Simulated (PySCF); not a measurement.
Level of theory: M06-2X/def2-TZVP // B3LYP-D3(BJ)/def2-SVP (PySCF 2.14.0). Isolated molecules, 0 K electronic values unless said otherwise. Delta-SCF ions had no search for a lower state. 

Reference species (SMILES): `S` (neutral, multiplicity 1).

| Property | Value |
|---|---|
| vertical ionisation energy (Delta-SCF) | 10.41 eV |
| HOMO–LUMO gap | 10.16 eV |

Changed species: `CO` (free base CH3OH; the reference has free base H2S).

### Question
Predict the effect on the vertical ionisation energy (Delta-SCF) and HOMO–LUMO gap.

### Answer
the vertical ionisation energy (Delta-SCF) rises by 0.64 eV, to 11.05 eV; the HOMO–LUMO gap increases by 1.13 eV, to 11.29 eV.
